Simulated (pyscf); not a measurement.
Optimised with ωB97X-D3(BJ)/def2-SVP in PySCF.

### Question
PBE/def2-TZVP puts the barrier of `[SiH3][PH][InH2]` + `[H][H]` → `[PH2][InH2]` + `[SiH4]` (four-centre exchange; singlet surface; P–Si, H–H broken, H–P, H–Si formed) at 223.2 kJ/mol and the reaction energy at +11.1 kJ/mol, from the separated reactants. What do PBE0-D3(BJ)/def2-TZVP, M06-2X/def2-TZVP, ωB97M-D3(BJ)/def2-TZVP give on the same structures?

### Answer
PBE0-D3(BJ): ΔE‡ = 242.6 kJ/mol, ΔE = +15.6 kJ/mol; M06-2X: ΔE‡ = 275.5 kJ/mol, ΔE = +11.7 kJ/mol; ωB97M-D3(BJ): ΔE‡ = 268.7 kJ/mol, ΔE = +4.0 kJ/mol. PBE's barrier lies under all of them, by 19.5 to 52.3 kJ/mol. Its reaction energy lies among theirs. Low barriers are usual for a GGA, whose delocalisation error favours stretched bonds. This is the saddle that the search found; another between the same sides may lie lower. Elements past Kr carry the def2 core potentials, without spin-orbit coupling.
